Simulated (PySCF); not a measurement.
2,3-dimethylbutane, C6H14.
Atom-mapped SMILES: `[CH3:1][CH:2]([CH3:3])[CH:4]([CH3:5])[CH3:6]` (hydrogens: H7, H8, H9 on C1; H10 on C2; H11, H12, H13 on C3; H14 on C4; H15, H16, H17 on C5; H18, H19, H20 on C6)

Computed with PySCF at CAM-B3LYP/def2-SVPD, non-relativistic, on one gas-phase PBE0-D3(BJ)/def2-SVP geometry that isn't relaxed in the solvent. The solvent is an IEF-PCM continuum (Bondi radii, 1.10 Å for H, scaled by 1.2). Only the electrostatic response of the medium enters.

Gas phase at CAM-B3LYP/def2-SVPD: HOMO -10.01 eV, LUMO 1.35 eV, dipole 0.14 D.

What does the continuum do to the energy, the frontier levels and the dipole at CAM-B3LYP/def2-SVPD in methanol and dimethylsulfoxide?

| solvent | ε | E(solvent) − E(gas) (kcal/mol) | polarisation term (kcal/mol) | distortion of the solute (kcal/mol) | HOMO (eV) | LUMO (eV) | dipole (D) |
| --- | --- | --- | --- | --- | --- | --- | --- |
| methanol | 32.61 | -0.73 | -0.77 | 0.04 | -9.86 | 1.50 | 0.18 |
| dimethylsulfoxide | 46.83 | -0.74 | -0.78 | 0.04 | -9.86 | 1.50 | 0.18 |

Polarisation term: ½ Σ q·V over the induced surface charges. Distortion: the rise of the solute's own energy as its density leaves the gas-phase optimum. From methanol to dimethylsulfoxide the lowering changes by a factor 1.02, Onsager's factor (ε − 1)/(2ε + 1) by 1.01 and ε itself by 1.4.

How does the static polarisability (CAM-B3LYP/def2-SVPD, frozen core, with the continuum's full static response) change?

```json
{"medium": "gas", "isotropic (au)": "75.0", "principal values (au)": "70.7, 74.2, 80.2", "⟨r²⟩ of the electrons (bohr²)": "721.0"}
{"medium": "methanol", "isotropic (au)": "101.8", "principal values (au)": "99.6, 101.4, 104.4", "⟨r²⟩ of the electrons (bohr²)": "721.1"}
{"medium": "dimethylsulfoxide", "isotropic (au)": "102.3", "principal values (au)": "100.2, 101.9, 104.8", "⟨r²⟩ of the electrons (bohr²)": "721.1"}
```

The isotropic value in dimethylsulfoxide is 1.36 times the gas-phase one; no cavity-field correction is applied. ⟨r²⟩ is taken about the centre of nuclear charge.

The values belong to the conformer `[CH3:1][CH:2]([CH3:3])[CH:4]([CH3:5])[CH3:6]`: C1–C2–C4–C5 -60°.
